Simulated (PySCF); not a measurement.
**How the method moves the HOMO and LUMO of `CC(C)C(=O)Cl`**

Compound: C₄H₇ClO.
Z-matrix (Å and degrees, PBE0-D3(BJ)/def2-SVP geometry), rows numbered from 1:
```
C 
C   1  1.5303
C   2  1.5213  1  112.59
C   2  1.5111  1  110.23  3  -123.47
O   4  1.1821  2  127.49  1   113.08
Cl  4  1.7996  2  112.37  1   -66.69
H   1  1.0995  2  109.63  3   -58.70
H   1  1.0983  2  111.47  3  -178.79
H   1  1.1010  2  110.73  3    60.34
H   2  1.1039  1  107.99  3   121.80
H   3  1.0992  2  111.56  1   178.58
H   3  1.0996  2  110.00  1    58.31
H   3  1.0999  2  110.81  1   -61.50
```

Basis pcSseg-1 throughout (PySCF), one geometry. Geometry: PBE0-D3(BJ)/def2-SVP, one conformer, isolated molecule.

Problem. How do the orbital energies, the gap and the dipole change with the method?

Solution. 
```csv
method,kind,HOMO (eV),LUMO (eV),gap (eV),μ (D),SCF cycles
BLYP,GGA,-6.82,-1.94,4.87,2.84,16
OPBE,GGA,-6.93,-1.98,4.95,2.91,16
PBE,GGA,-6.95,-2.09,4.86,2.87,16
BP86,GGA,-7.08,-2.20,4.89,2.92,15
LDA,LDA,-7.15,-2.36,4.79,2.95,16
HF,Hartree–Fock,-12.13,3.28,15.41,3.34,11
```

The HOMO spans 5.31 eV, from BLYP down to HF, and the gap runs from 4.79 eV (LDA) to 15.41 eV (HF). The dipole ranges from 2.84 D (BLYP) to 3.34 D (HF). This basis has no diffuse functions.
